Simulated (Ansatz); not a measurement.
# Trial structures and their relaxed properties

These are results of DFT r2SCAN, scalar-relativistic, plane waves, PAW (Ansatz), not measurements. Settings: cutoff 500 eV, Γ-centred meshes no coarser than 0.19 Å⁻¹ for metals and 0.3 Å⁻¹ for insulators (2π included), Gaussian smearing.

Each formula was placed on the sites of the named type and relaxed at zero pressure without lowering the symmetry. No run is spin-polarised. The smearing is 0.1 eV for metals and 0.01 to 0.02 eV otherwise. Formation energies are uncorrected and refer to the elements' standard structures at the same level (O₂ as a molecule).

The k mesh leaves about 4 meV/atom of noise in metals.

```tsv
formula	started on type	final group	a or a / b (Å)	c (Å)	V (Å³/atom)	E over elements (eV/atom)	gap on mesh (eV)
SiO2	anti-cuprite	Pn-3m	3.77	3.77	9.0	-2.68	5.74
Ti	lonsdaleite	P6/mmm	4.82	2.36	23.8	1.51	0.00
Ag	trigonal selenium	Im-3m	3.27	3.27	17.4	0.04	0.00
Ti	beta-tungsten (A15)	Pm-3n	5.18	5.18	17.4	0.23	0.00
Ti2C3	A-type sesquioxide	P-3m1	2.87	6.33	9.0	-0.28	0.00
Ti	dhcp	P6_3/mmc	2.93	9.36	17.4	0.05	0.00
Ti	samarium (9R)	R-3m	2.93	21.06	17.4	0.03	0.00
Ti	simple hexagonal	P6/mmm	2.72	2.73	17.4	0.41	0.00
Ti	iodine	Fm-3m	4.11	4.11	17.4	0.07	0.00
```